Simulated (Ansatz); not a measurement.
Job for Ansatz (an electronic-structure program): U-PBE/def2-TZVPPD on C2H5ts, 2S+1 = 2. Files ending in .json are basis or fitting sets from the Basis Set Exchange.

Ansatz 0.2 input:
```yaml
crystal:
  periodic: [false, false, false]
  atoms:
    - {symbol: C, position_ang: [-0.56787700, 0.00005100, -0.21895800]}
    - {symbol: C, position_ang: [0.75113900, -0.00003600, 0.04193200]}
    - {symbol: H, position_ang: [-1.49388400, -0.00048800, 1.53176500]}
    - {symbol: H, position_ang: [-1.10169100, 0.92065100, -0.40862600]}
    - {symbol: H, position_ang: [-1.10202200, -0.92023400, -0.40911000]}
    - {symbol: H, position_ang: [1.29912800, -0.92234400, 0.17376300]}
    - {symbol: H, position_ang: [1.29889900, 0.92232500, 0.17436300]}
basis:
  gaussian:
    orbitals: def2-TZVPPD.json
hamiltonian:
  xc: {name: PBE}
magnetization: {spin_polarized: true, initial_magnetization: 1}
```

Program output:

```
WARN ansatz: RAYON_NUM_THREADS=1 ignored (pool sized by the plan → 1); use --threads N
Functional definition: PBE
integrals: 0.03 GiB planned
643 factors; their error is unknown
mean field: 0.56 GiB planned
mean field evaluation 1: about -2134.3693 eV, gradient 5.2e1 eV
mean field evaluation 2: about -2085.6850 eV, gradient 9.5e1 eV
mean field evaluation 4: about -2149.4229 eV, gradient 7.6e0 eV
mean field evaluation 8: about -2149.7711 eV, gradient 1.8e-1 eV
mean field evaluation 16: about -2149.7468 eV, gradient 1.2e-3 eV
mean field -2149.74683050 eV, -79.0017388702 hartree, gradient 4.9e-5 eV, S^2 0.764916; 0 other end points of the search recorded, 0 dependent functions left out
reference -2149.74687414 eV, -79.0017404737 hartree; 9, 8 occupied and 150, 151 virtual orbitals, 643 factors
Total energy: -2149.74687414 eV, -79.0017404737 hartree
```

The run converged.

Cost: about 3 core-seconds (a rough figure).
